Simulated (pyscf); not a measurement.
A first-order saddle from PySCF, ωB97X-D3(BJ)/def2-SVP:

```
Ga
F 1 1.7410
H 1 1.6093 2 159.40
F 3 1.3878 1 80.68 2 -0.18
```
Charge 0, spin multiplicity 1.

Surface: singlet, charge 0. Lowest wavenumbers (cm⁻¹): 1368i, 172, 443, 547, 725.

Task: What reaction is this the transition state of?

Result: F–Ga [singlet] + HF ⇌ F–GaH–F, an insertion read from left to right: F–H broken and F–Ga, Ga–H formed. At CCSD(T)/def2-TZVPP + ΔMP2(QZVPP) it lies +165.2 kJ/mol from the left side and +231.9 kJ/mol from the right (each side as separated species at their lowest minima found). This is the saddle that the search found; another between the same sides may lie lower. The CCSD(T) − MP2 part came from Ansatz, without density fitting, on the same reference. The frozen core leaves the outer d or s,p core shells of the metals and heavy elements correlated in the MP2 and CC values, and def2-TZVPP describes them poorly, which can shift differences by a few kcal/mol. Elements up to Kr have no core potential and no relativistic terms here.
